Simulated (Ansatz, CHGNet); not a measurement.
Elastic constant C11 (GPa) of 25 elemental metals, computed with the machine-learned potential CHGNet 0.3.0 (trained on PBE and PBE+U data) and with PBE in Ansatz (PAW). The set holds measured phases with no doubt noted on the run or the magnetic state but for the caveats below. 5 more of the class have both values but aren't in it, for one of these reasons: built or high-temperature cells, doubts on the run or the magnetic state, unlike cells, values of zero, layered or molecular crystals. Solids without a value at one level (not run, failed, or a magnetic order lost), or held back for tests, aren't counted.

All rows, in order of the shift (worked out from unrounded values):

```
solid       CHGNet 0.3.0   PBE  shift (%)
----------  ------------  ----  ---------
bcc Rb              13.5  3.07        -77
bcc K               9.39  3.97        -58
bcc Ba              21.8  11.9        -46
fcc Sr              17.3  14.7      -14.8
fcc Cu               204   178      -12.9
bcc Li              15.2  15.5       +2.3
fcc Ni               275   283       +3.0
fcc Pt               263   306      +16.1
fcc Pd               171   199      +16.5
hcp Mg              52.2  64.3        +23
hcp Hf               135   180        +34
hcp Tl              21.9  29.2        +34
fcc Ir               424   584        +38
fcc Ca              16.3  22.4        +38
fcc Ag              74.8   111        +48
hcp Y               50.9  77.0        +51
fcc Au               103   157        +53
hcp Zr              93.3   143        +54
hcp Lu              59.2  91.3        +54
fcc Rh               265   412        +55
α-phase Ga          47.7  75.5        +58
hcp Os               444   731        +64
fcc Pb              27.7  47.1        +70
fcc Al              60.5   105        +73
hcp Zn              95.7   177        +85
```

The shift from CHGNet 0.3.0 to PBE has a median of +38 %, and eight in ten lie between -33 % and +68 %; PBE is the larger in 20 of 25. Each level is at its own cell, so the shift holds the change of volume too.

Ansatz's runs of these crystals have no spin polarisation, but for fcc Ni.

Density-functional runs with spin start from parallel moments for fcc Ni.

Spin–orbit coupling is left out, also for the solids with elements from indium on (fcc Pt, hcp Os, bcc Ba, hcp Tl, fcc Ir, hcp Hf, fcc Pb, hcp Lu, fcc Au); its size isn't shown.

Each level is taken at its own relaxed cell. Ansatz's density-functional and Hartree–Fock values are scalar-relativistic unless marked +SOC, with PAW data made under PBE.

Ansatz is an electronic-structure program.
